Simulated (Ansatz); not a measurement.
**CS (singlet): from Hartree-Fock to the top rungs, 6-31G***

One table from this session's results is given with a row withheld; the runs are named, their logs left out.

The runs use Ansatz 0.2.0, Gaussian basis; 6-31G*, core rule «outside noble gas», up to 6 orbitals frozen.

The runs, in order: UHF; CCSD(T) on RHF; BCCD(T) on RHF; CISD; CCSDT(Q) on RHF; CISDTQ; CCSDTQ on RHF; CASSCF and MRCISD+Q, 10 electrons in 8 orbitals; CASSCF and NEVPT2, 10 electrons in 8 orbitals.

9 further runs of the same task are left out: 9 set aside as unsound or not needed.

**What is computed**

The geometry is an MP2(full)/6-31G* stationary point (not a proven minimum).

2 atoms, charge 0, spin multiplicity 1.

Atoms are counted from 1 here; the program's logs count them from 0.

Bond lengths: C1–S2 1.545 Å.

Set-up of the first run:

Contents of in.yaml:

```yaml
crystal:
  periodic: [false, false, false]
  atoms:
    - {symbol: C, position_ang: [0.000000, 0.000000, 0.000000]}
    - {symbol: S, position_ang: [0.000000, 0.000000, 1.544650]}
basis:
  gaussian: {orbitals: "6-31G*"}
magnetization: {spin_polarized: true, initial_magnetization: 0}
hamiltonian: {xc: hf}
output: {orbitals: {seedname: orbitals}}
```

Launch:

```
$ ansatz run in.yaml --threads 1 --pin off --events-out ev --progress --plain --max-ram 3956MiB --backend cpu
```

Among the steps run: UHF; CCSD(T) on RHF; BCCD(T) on RHF; CISD; CCSDT(Q) on RHF; CISDTQ; CCSDTQ on RHF; CASSCF and MRCISD+Q, 10 electrons in 8 orbitals; CASSCF and NEVPT2, 10 electrons in 8 orbitals.

One of the session's tables, all rows but one given; the rest of the session is left out.

It belongs to the step «Misses and costs». 

```
          method  from RCCSDTQ (meV)
             RHF             +7405.4
            RMP2              +900.5
            CISD              +972.2
           RCCSD              +444.6
        RCCSD(T)               +45.6
         BCCD(T)               +41.3
          RCCSDT               +21.2
          CISDTQ               +73.3
       RCCSDT(Q)                -2.4
         RCCSDTQ                   0
  CASSCF valence                   ?
  NEVPT2 valence              +900.8
  MRCISD valence              +274.2
MRCISD+Q valence                +7.3
```

**Question.** Estimate the row for CASSCF valence.

**Answer.** from RCCSDTQ (meV): +4531.4. In the column «from RCCSDTQ (meV)» it lies between CISD (+972.2) and RHF (+7405.4).
